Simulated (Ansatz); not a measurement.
Geometry optimisation, Ansatz 0.2.0, UKS PBE/6-31G.

Input file:

```yaml
crystal:
  periodic: [false, false, false]
  atoms:
    - { symbol: H, position_ang: [0.0037, -0.2145, -1.9356] }
    - { symbol: H, position_ang: [-0.1442, 0.3075, -2.4995] }
    - { symbol: P, position_ang: [0.4144, 0.325, 1.3654] }
    - { symbol: H, position_ang: [0.7637, -0.6213, 0.415] }
    - { symbol: H, position_ang: [-0.651, 0.7826, 0.607] }
    - { symbol: H, position_ang: [-0.3867, -0.5794, 2.0477] }
magnetization:
  spin_polarized: true
basis:
  gaussian: { orbitals: "6-31G" }
hamiltonian:
  xc: pbe
relax:
  f_tol: 0.02
  max_steps: 40
output:
  orbitals: {}
```

Run as:

```bash
$ ansatz run input.yaml --threads 1 --pin off --max-ram 2048MiB --backend cpu --events-out ev --progress --plain --runs-dir out
```

Question: Where does it end, and by what steps?

Answer: It converged. The force dipped under the threshold on the way, but the program's further checks kept it going. Limits of this set-up: no polarisation functions. After 13 steps the energy has fallen by 0.210 eV; H2 moved furthest, 0.33 Å.

| step | energy less start (eV) | largest force component (eV/Å) | accepted |
| --- | --- | --- | --- |
| 0 | 0.0000 | 1.470 | yes |
| 1 | -0.1805 | 0.669 | yes |
| 2 | -0.2073 | 0.123 | yes |
| 3 | -0.2085 | 0.007 | yes |
| 4 | -0.2086 | 0.008 | yes |
| 5 | -0.2084 | 0.168 | no |
| 6 | -0.2088 | 0.038 | yes |
| 7 | -0.2082 | 0.228 | no |
| 8 | -0.2091 | 0.004 | yes |
| 9 | -0.2090 | 0.160 | no |
| 10 | -0.2092 | 0.038 | yes |
| 11 | -0.2094 | 0.063 | yes |
| 12 | -0.2095 | 0.108 | yes |
| 13 | -0.2101 | 0.003 | yes |

```xyz
6
Properties=species:S:1:pos:R:3
H -0.076 -0.066 -2.093
H -0.117 0.175 -2.803
P 0.428 0.322 1.516
H 0.856 -0.634 0.494
H -0.661 0.851 0.694
H -0.432 -0.649 2.193
```

Run time: 13 s on 1 CPU thread of a shared host.
